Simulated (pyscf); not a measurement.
Optimised with ωB97X-D3(BJ)/def2-SVP in PySCF.

### Question
For the elementary gas-phase step `[CH3][CH2][O][SiH3]` + `[OH][SiH3]` -> `[CH3][CH3]` + `[OH][SiH2][O][SiH3]` (singlet surface; C–O, H–Si broken, C–H, O–Si formed), what barrier and reaction energy does ωB97M-D3(BJ)/def2-TZVP give, measured from the separated reactants?

### Answer
ΔE‡ = 251.3 kJ/mol, ΔE = -211.9 kJ/mol. Zero-point energy shifts the barrier by +0.6 kJ/mol. It is a four-centre exchange, with an imaginary mode of 1027i cm⁻¹. On the reactant side the descent ends in a complex (not fully relaxed), 19.2 kJ/mol under the separated species and 275.2 kJ/mol under the saddle at ωB97X-D3(BJ)/def2-TZVP. From the product side, CH₃• + CH₃• + HO–SiH₂–O–SiH₃ lies, by one bond made or cut, 52.8 kJ/mol under this saddle at ωB97M-D3(BJ). H₃C–CH₂–O–SiH₃ lies 75.7 kJ/mol over its isomer H₃C–CH₂–SiH₂–OH (electronic energy, ωB97M-D3(BJ)). One saddle was located; it need not be the lowest between these sides.
